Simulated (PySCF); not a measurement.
C₂H₄O (triplet state).
Bonds: C1–O2, O2–C3. Hydrogens: H4 on C1; H5, H6, H7 on C3.

Identity: `[CH]OC` [triplet].

The calculation used UKS B3LYP, IGLO-III on C O, pcH-1 on H, non-relativistic, mean-field spin-orbit, GIAO (PySCF). Isolated species at its PBE0-D3(BJ)/def2-SVP geometry, gas phase. This triplet need not be the ground state; the singlet was not compared here. The SCF solution wasn't tested for stability.

(1) The isotropic 13C couplings are +298.9, +50.3 MHz. Assign them to C1; C3.

(2) Match the computed a_iso(1H) values +93.8, +3.0 MHz (means over equivalent nuclei) with the sites H4; H5/H6/H7.

Results:

(1) 
| site | a_iso (MHz) | ρ(0) (bohr⁻³) | position | distance from C1 (Å) | spin population | largest \|T\| (MHz) |
| --- | --- | --- | --- | --- | --- | --- |
| C1 | +298.9 | +0.5318 | largest spin population | 0.00 | +1.79 | 70.1 |
| C3 | +50.3 | +0.0895 | 2 bonds from C1 | 2.35 | +0.02 | 7.1 |

(2) 
```tsv
site	a_iso (MHz)	ρ(0) (bohr⁻³)	position	distance from C1 (Å)	bound to	spin population there	largest |T| (MHz)
H4	+93.8	+0.0420	1 bond from C1	1.10	C1	+1.79	33.6
H5/H6/H7	+3.0	+0.0014	3 bonds from C1	2.86	C3	+0.02	7.1
```

ρ(0) is the spin density at the nucleus and T the dipolar tensor; entries for several nuclei are means. The largest Mulliken spin populations are on C1 (+1.79) and O2 (+0.11). No atom but C1 exceeds +0.15.

Means are taken over nuclei equivalent by connectivity, which assumes that they swap fast.
